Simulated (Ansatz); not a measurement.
# SiH3 (doublet): the correlation ladder at distance H1–H2 along a hydrogen transfer = 0.836 Å, cc-pVTZ

Aim: climb from Hartree-Fock through coupled cluster and multireference methods for SiH3 (doublet) at one geometry and basis, and see what each rung misses.

Program: Ansatz 0.2.0, Gaussian basis. Level of theory: cc-pVTZ, core rule «outside noble gas», up to 5 orbitals frozen. These are calculated values, not measurements.

Plan: UHF; CCSD(T) on ROHF; CCSD(T) on UHF; BCCD(T) on ROHF; CISD; CCSDT(Q) on ROHF; CCSDT(Q) on UHF; CASSCF and NEVPT2, 7 electrons in 7 orbitals.

5 further runs of the same task are left out: 5 that didn't finish.

### 1 The system

The geometry derives from fragments relaxed apart (PBE0/def2-TZVP) and kept rigid, so it is no stationary point. A hydrogen atom is moved between rigid fragments.

4 atoms, charge 0, spin multiplicity 2.

Atoms are counted from 1 here; the program's logs count them from 0.

Bond lengths: H1–H2 0.836 Å, Si3–H4 1.532 Å.

### 2 UHF

The input, in.yaml:

```yaml
crystal:
  periodic: [false, false, false]
  atoms:
    - {symbol: H, position_ang: [-2.680936, 0.047936, 0.000000]}
    - {symbol: H, position_ang: [-1.844936, 0.047936, 0.000000]}
    - {symbol: Si, position_ang: [0.143064, 0.047936, 0.000000]}
    - {symbol: H, position_ang: [0.539498, -1.431577, 0.000000]}
basis:
  gaussian: {orbitals: cc-pVTZ}
magnetization: {spin_polarized: true, initial_magnetization: 1}
hamiltonian: {xc: hf}
output: {orbitals: {seedname: orbitals}}
```

Run with:

```bash
$ ansatz run in.yaml --threads 1 --pin off --events-out ev --progress --plain --max-ram 2393MiB
```

After this run come: CCSD(T) on ROHF; CCSD(T) on UHF; BCCD(T) on ROHF; CISD; CCSDT(Q) on ROHF; CCSDT(Q) on UHF; CASSCF and NEVPT2, 7 electrons in 7 orbitals.

Before running them: what should the planned runs give, taken together? Wanted: UCCSDT(Q) below the RHF energy; RMP2 from UCCSDT(Q); UMP2 from UCCSDT(Q); RCCSD from UCCSDT(Q); RCCSD(T) from UCCSDT(Q); UCCSD(T) from UCCSDT(Q); RCCSDT(Q) from UCCSDT(Q); NEVPT2 valence from UCCSDT(Q); T1 diagnostic.

**Answer**, as computed:

| quantity | value |
| --- | --- |
| UCCSDT(Q) below the RHF energy | -4.3840 eV |
| RMP2 from UCCSDT(Q) | +22.37 kcal/mol |
| UMP2 from UCCSDT(Q) | +23.31 kcal/mol |
| RCCSD from UCCSDT(Q) | +3.38 kcal/mol |
| RCCSD(T) from UCCSDT(Q) | +0.69 kcal/mol |
| UCCSD(T) from UCCSDT(Q) | +0.69 kcal/mol |
| RCCSDT(Q) from UCCSDT(Q) | +0.02 kcal/mol |
| NEVPT2 valence from UCCSDT(Q) | +19.78 kcal/mol |
| levels within 1 kcal/mol (43 meV) | RCCSD(T), UCCSD(T), BCCD(T), RCCSDT, UCCSDT, RCCSDT(Q) |
| T1 diagnostic | 0.020 |
| effectively unpaired electrons | 1.05 |

**Reading.** RCCSD(T) lands +0.69 kcal/mol from the yardstick (0.7 % of the correlation energy). One determinant dominates. These misses are within one basis, not against nature; the frozen cores of restricted and unrestricted runs differ, which can shift their rows.
